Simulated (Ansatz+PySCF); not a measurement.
Values are calculated unless marked as measured or tabulated.
This PySCF input gave a total energy of -116.93335 hartree.

```python
from pyscf import gto, scf

mol = gto.M(atom="""
C 0.000000 -0.417820 -0.109680
C 0.000000 -0.429890 1.117440
C 0.000000 0.707540 -0.897040
H 0.000000 -1.301460 -0.599210
H 0.000000 -1.292350 1.634890
H 0.000000 0.424270 1.652130
H 0.000000 1.553930 -0.342050
H 0.812290 0.728300 -1.505030
H -0.812290 0.728300 -1.505030
""", basis='def2-svp', charge=0, spin=0)
mf = scf.RHF(mol)
mf.init_guess = '1e'
mf.kernel()
while True:  # follow internal instabilities
    mo, _, stable, _ = mf.stability(return_status=True)
    if stable: break
    mf.kernel(mf.make_rdm1(mo, mf.mo_occ))
print(mf.converged, mf.e_tot, mf.spin_square()[0])
```

**Question.** Write an input for Ansatz with the same method and basis set.

**Answer.**

```yaml
crystal:
  periodic: [false, false, false]
  atoms:
    - { symbol: C, position_ang: [0.0, -0.41782, -0.10968] }
    - { symbol: C, position_ang: [0.0, -0.42989, 1.11744] }
    - { symbol: C, position_ang: [0.0, 0.70754, -0.89704] }
    - { symbol: H, position_ang: [0.0, -1.30146, -0.59921] }
    - { symbol: H, position_ang: [0.0, -1.29235, 1.63489] }
    - { symbol: H, position_ang: [0.0, 0.42427, 1.65213] }
    - { symbol: H, position_ang: [0.0, 1.55393, -0.34205] }
    - { symbol: H, position_ang: [0.81229, 0.7283, -1.50503] }
    - { symbol: H, position_ang: [-0.81229, 0.7283, -1.50503] }
basis:
  gaussian: { orbitals: def2-SVP }
hamiltonian:
  xc: hf
```

Ansatz (development build ahead of 0.2.0) gave -116.93335 hartree, 0.08 meV from the first.
